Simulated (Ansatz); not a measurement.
`CCCCCS`, relaxed with RKS PBE0-D4/def2-TZVP in Ansatz 0.2.0 from a PBE-D4/def2-SVP geometry. The force threshold is 0.005 eV/Å; the program also tests the step.

Total charge 0; spin multiplicity 1.

Start:

```xyz
18

C     1.207   -2.289    0.229
C     0.799   -0.847    0.536
C    -0.603   -0.499    0.026
C    -1.082    0.914    0.378
C    -0.238    2.062   -0.186
S    -0.015    2.050   -2.011
H     0.506   -3.014    0.693
H     1.204   -2.482   -0.864
H     2.224   -2.519    0.606
H     0.848   -0.667    1.634
H     1.543   -0.156    0.081
H    -0.628   -0.619   -1.080
H    -1.332   -1.232    0.435
H    -2.132    1.042    0.034
H    -1.111    1.035    1.486
H    -0.653    3.043    0.121
H     0.801    2.024    0.203
H    -1.339    2.154   -2.322
```

Q: How much energy does the relaxation release, and in how many steps? (Best estimate.)

A: Ansatz gave: 7.15 kJ/mol, in 7 steps.

Q: Which bonds change most? (Best estimate.)

A: The calculation gave: C5–S6 from 1.839 to 1.814 Å; S6–H18 from 1.364 to 1.343 Å; C5–H16 from 1.109 to 1.091 Å; C3–H12 from 1.112 to 1.095 Å.

Q: Give the relaxed structure. (An estimate is asked.)

A: Ansatz gave: 
```xyz
18

C     1.195   -2.269    0.242
C     0.800   -0.829    0.517
C    -0.597   -0.503    0.013
C    -1.080    0.897    0.364
C    -0.231    2.036   -0.178
S    -0.025    2.055   -1.980
H     0.508   -2.966    0.731
H     1.172   -2.483   -0.830
H     2.203   -2.487    0.602
H     0.855   -0.629    1.594
H     1.528   -0.162    0.043
H    -0.626   -0.633   -1.074
H    -1.306   -1.227    0.431
H    -2.108    1.025    0.008
H    -1.119    1.006    1.455
H    -0.633    2.999    0.141
H     0.791    1.980    0.205
H    -1.325    2.192   -2.286
```
